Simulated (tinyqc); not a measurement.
Inside a calculation. Method: extended Hueckel theory, for NH3+. The parameters take no account of the charge, which enters only through the electron count. Computed by tinyqc, a small Python program that keeps every step (integrals from PySCF). Settings: charge = 1, K = 1.75, weighted = 1, multiplicity = 2. Command: `OMP_NUM_THREADS=1 python tinyqc.py 30461 30462 out.jsonl` (the two numbers bound the seeds that draw the settings). One thread of a shared host (Intel(R) Xeon(R) Processor @ 2.60GHz), about 0.01 s of CPU time with the checks.

## Overlaps

Geometry (angstrom):

| atom | x | y | z |
|---|---|---|---|
| N | 0.000000 | 0.000000 | 0.076000 |
| H | 0.955000 | 0.000000 | 0.000000 |
| H | -0.477000 | 0.827000 | 0.000000 |
| H | -0.477000 | -0.827000 | 0.000000 |

Parameters chosen for this run:

| element | shell | Slater exponent | H_ii (eV) |
|---|---|---|---|
| H | 1s | 1.300000 | -13.600000 |
| N | 2s | 1.950000 | -26.000000 |
| N | 2p | 1.950000 | -13.400000 |

Slater orbitals, each expanded in six Gaussians scaled to its exponent.

overlap S:
```
           1N 2s     1N 2px     1N 2py     1N 2pz      2H 1s      3H 1s      4H 1s
1N 2s   1.000000   0.000000   0.000000   0.000000   0.517078   0.517270   0.517270
1N 2px  0.000000   1.000000   0.000000   0.000000   0.461101  -0.230430  -0.230430
1N 2py  0.000000   0.000000   1.000000   0.000000   0.000000   0.399509  -0.399509
1N 2pz  0.000000   0.000000   0.000000   1.000000  -0.036695  -0.036714  -0.036714
2H 1s   0.517078   0.461101   0.000000  -0.036695   1.000000   0.181772   0.181772
3H 1s   0.517270  -0.230430   0.399509  -0.036714   0.181772   1.000000   0.181670
4H 1s   0.517270  -0.230430  -0.399509  -0.036714   0.181772   0.181670   1.000000
```

## Wolfsberg-Helmholz matrix

diagonal H_ii (eV): 1N 2s -26.000000, 1N 2px -13.400000, 1N 2py -13.400000, 1N 2pz -13.400000, 2H 1s -13.600000, 3H 1s -13.600000, 4H 1s -13.600000

K = 1.750000

H_ij = K' S_ij (H_ii + H_jj)/2 for i != j (the diagonal keeps H_ii), with K' = K + D^2 + D^4 (1 - K), D = (H_ii - H_jj)/(H_ii + H_jj), K = 1.75.

H (eV):
```
             1N 2s      1N 2px      1N 2py      1N 2pz       2H 1s       3H 1s       4H 1s
1N 2s   -26.000000    0.000000    0.000000    0.000000  -18.846804  -18.853774  -18.853774
1N 2px    0.000000  -13.400000    0.000000    0.000000  -10.893852    5.444080    5.444080
1N 2py    0.000000    0.000000  -13.400000    0.000000    0.000000   -9.438688    9.438688
1N 2pz    0.000000    0.000000    0.000000  -13.400000    0.866945    0.867401    0.867401
2H 1s   -18.846804  -10.893852    0.000000    0.866945  -13.600000   -4.326176   -4.326176
3H 1s   -18.853774    5.444080   -9.438688    0.867401   -4.326176  -13.600000   -4.323751
4H 1s   -18.853774    5.444080    9.438688    0.867401   -4.326176   -4.323751  -13.600000
```

## Orbitals

valence electrons = 7

Solve H C = S C e through S^(-1/2); fill by pairs from the bottom, a degenerate level sharing its electrons equally; each orbital has its largest coefficient positive (the first on a tie).

orbital energies (eV): -28.779418  -16.771432  -16.769513  -13.414112  6.411615  6.436113  30.663266

occupations: 2.000000  2.000000  2.000000  1.000000  0.000000  0.000000  0.000000

coefficients:
```
              MO1        MO2        MO3        MO4        MO5        MO6        MO7
1N 2s    0.716555   0.000000  -0.000040   0.035577   0.000347   0.000000   1.387888
1N 2px  -0.000001   0.000000   0.619845  -0.000002   1.119910   0.000000  -0.000373
1N 2py   0.000000   0.619702   0.000000   0.000000   0.000000   1.120504   0.000000
1N 2pz   0.006176   0.000000   0.000002   0.998359  -0.000019   0.000000  -0.102468
2H 1s    0.167313   0.000000   0.440574  -0.012524  -1.068445   0.000000  -0.754517
3H 1s    0.167392   0.381485  -0.220187  -0.012531   0.533771  -0.925333  -0.755567
4H 1s    0.167392  -0.381485  -0.220187  -0.012531   0.533771   0.925333  -0.755567
```

sum of one-electron energies = -138.054838 eV

## Mulliken analysis

P = C n C^T; charge = valence electrons (H 1, N 5) minus the sum of (P S)_ii on the atom; overlap population = 2 sum P_ij S_ij between two atoms.

charges: 1N 0.310516, 2H 0.229799, 3H 0.229843, 4H 0.229843

Overlap populations:

| pair | value |
|---|---|
| 2-1 | 0.751920 |
| 3-1 | 0.752085 |
| 3-2 | -0.050113 |
| 4-1 | 0.752085 |
| 4-2 | -0.050113 |
| 4-3 | -0.050104 |
